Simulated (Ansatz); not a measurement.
# C4H10O: a ladder of functionals and wavefunction methods

Aim: compute C4H10O with functionals from several rungs and with coupled cluster, and see how far each lands from CCSD(T) at the basis-set limit for the atomisation energy.

The runs use Ansatz 0.2.0, Gaussian basis; functionals in def2-TZVPP, the program's frozen cores in correlated methods.

The runs, in order: PBE-D4, r2SCAN-D4, PBE0-D4, B3LYP-D4, ωB97X-V, ωB97M-V, B2PLYP; CCSD(T)/def2-TZVPP; MP2/def2-QZVPP; extrapolation to the limit.

## (1) Structure used throughout

An earlier PBE0-D4 in a triple-zeta def2 set relaxation fixed the geometry.

SMILES `CCC(C)O`, 15 atoms, charge 0, spin multiplicity 1.

Atoms are counted from 1 here; the program's logs count them from 0.

Bond lengths: C1–C2 1.520 Å, C1–H6 1.092 Å, C1–H7 1.094 Å, C1–H8 1.093 Å, C2–C3 1.527 Å, C2–H9 1.094 Å, C2–H10 1.096 Å, C3–C4 1.518 Å, C3–O5 1.419 Å, C3–H11 1.095 Å, C4–H12 1.094 Å, C4–H13 1.091 Å, C4–H14 1.093 Å, O5–H15 0.961 Å. Angles: C2–C1–H6 110.7°, C2–C1–H7 111.5°, C2–C1–H8 112.2°, H6–C1–H7 106.8°, H6–C1–H8 107.3°, H7–C1–H8 108.1°, C1–C2–C3 114.8°, C1–C2–H9 109.4°, C1–C2–H10 109.8°, C3–C2–H9 107.5°, C3–C2–H10 108.4°, H9–C2–H10 106.7°, C2–C3–C4 113.6°, C2–C3–O5 111.6°, C2–C3–H11 107.5°, C4–C3–O5 111.0°, C4–C3–H11 108.4°, O5–C3–H11 104.2° and more.

As a file:

```
C    -1.5896    0.0358    0.5030
C    -0.7237    0.4121   -0.6882
C     0.7791    0.3926   -0.4196
C     1.3117   -0.9795   -0.0498
O     1.1488    1.3604    0.5500
H    -2.6490    0.1105    0.2498
H    -1.4196    0.7066    1.3502
H    -1.4076   -0.9878    0.8389
H    -0.9856    1.4200   -1.0234
H    -0.9332   -0.2622   -1.5259
H     1.2816    0.7240   -1.3339
H     0.8801   -1.3324    0.8919
H     2.3956   -0.9416    0.0707
H     1.0741   -1.7164   -0.8212
H     0.8373    1.0578    1.4075
```

## (2) PBE-D4 (GGA)

in.yaml reads:

```yaml
crystal:
  periodic: [false, false, false]
  atoms:
    - {symbol: C, position_ang: [-1.589561, 0.035819, 0.502998]}
    - {symbol: C, position_ang: [-0.723663, 0.412075, -0.688172]}
    - {symbol: C, position_ang: [0.779078, 0.392621, -0.419614]}
    - {symbol: C, position_ang: [1.311677, -0.979470, -0.049790]}
    - {symbol: O, position_ang: [1.148757, 1.360355, 0.550037]}
    - {symbol: H, position_ang: [-2.648974, 0.110505, 0.249824]}
    - {symbol: H, position_ang: [-1.419579, 0.706594, 1.350231]}
    - {symbol: H, position_ang: [-1.407607, -0.987808, 0.838928]}
    - {symbol: H, position_ang: [-0.985637, 1.420001, -1.023405]}
    - {symbol: H, position_ang: [-0.933208, -0.262225, -1.525907]}
    - {symbol: H, position_ang: [1.281641, 0.724023, -1.333946]}
    - {symbol: H, position_ang: [0.880108, -1.332403, 0.891851]}
    - {symbol: H, position_ang: [2.395620, -0.941557, 0.070683]}
    - {symbol: H, position_ang: [1.074063, -1.716378, -0.821217]}
    - {symbol: H, position_ang: [0.837275, 1.057827, 1.407501]}
basis:
  gaussian: {orbitals: def2-TZVPP}
hamiltonian: {xc: pbe, dispersion: d4}
output: {forces: true, orbitals: {seedname: orbitals}}
```

Started as:

```sh
ansatz run in.yaml --threads 2 --pin off --events-out ev --progress --plain --max-ram 31744MiB --backend cuda --devices 0, --max-vram 18GiB
```

The runs that follow: r2SCAN-D4 (meta-GGA); PBE0-D4 (hybrid); B3LYP-D4 (hybrid); ωB97X-V (range-separated); ωB97M-V (range-separated); B2PLYP (double hybrid); CCSD(T) in def2-TZVPP; MP2 in def2-QZVPP.

**Question.** What will the summary of the whole plan be? Wanted: atomisation energy, CCSD(T)/CBS; farthest; mean size of error, hybrid; mean size of error, range-separated; gap, smallest and largest; T1 diagnostic; triples share of the correlation energy.

**Answer**, as computed:

| quantity | value |
| --- | --- |
| atomisation energy, CCSD(T)/CBS | 5867.7 kJ/mol |
| functionals within 29.3 kJ/mol (0.5 %) | r2SCAN-D4, PBE0-D4, B3LYP-D4, ωB97X-V, ωB97M-V |
| farthest | PBE-D4 (+99.5 kJ/mol) |
| mean size of error, hybrid | 12.8 kJ/mol |
| mean size of error, range-separated | 5.3 kJ/mol |
| gap, smallest and largest | 6.21 eV (PBE-D4), 13.04 eV (ωB97X-V) |
| T1 diagnostic | 0.0093 |
| triples share of the correlation energy | 3.6 % |

In words: PBE-D4 is off by +99.5 kJ/mol. Double hybrids carry the basis error of their MP2 part in triple zeta, and no dispersion term here, so their miss is partly the set-up's. The reference freezes the cores and leaves out relativity and excitations past (T), so misses under about 29.3 kJ/mol can't be ranked. Hartree-Fock recovers 74 % of the binding; the rest is correlation. The gap grows from 6.2 to 13.0 eV across the functionals, mostly with the share of exact exchange.
